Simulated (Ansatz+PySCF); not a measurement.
Results of a calculation; reference values are marked as such.
Input for Ansatz (development build ahead of 0.2.0):

```yaml
crystal:
  periodic: [false, false, false]
  atoms:
    - { symbol: H, position_ang: [0.0, 0.0, -1.98764] }
    - { symbol: F, position_ang: [0.0, 0.0, 0.22085] }
basis:
  gaussian: { orbitals: "6-31G" }
magnetization:
  spin_polarized: true
hamiltonian:
  xc: hf
correlation:
  method: mp2
  frozen_orbitals: { F: 1, H: 0 }
scf:
  omitted_lower_state_checks: [starts, atomic_configurations, cluster_reference, orbital_swaps, given_window_search, neighbouring_geometries, increment]
```

The input is written out in the form of the current development build from the run's settings.

Output:

* Converged: yes
* Reference energy: -99.86041 hartree
* Correlation energy: -0.08072 hartree
* Total energy: -99.94112 hartree
* Spin squared of the determinant: 0.967
* Stability test: minimum
* Occupied orbitals by symmetry in an Abelian subgroup (alpha; beta): 3 A1 1 B1 1 B2; 3 A1 1 B1 1 B2

Messages of the program:
```
mean field -2717.34005195 eV, -99.8604050298 hartree, gradient 3.2e-6 eV, S^2 0.966914; 2 other ends of a descent, 0 dependent functions left out
```

Caution: large amplitudes, a single reference is doubtful; the unrestricted determinant is a mixture of spin states; a plain start can end on a higher determinant.
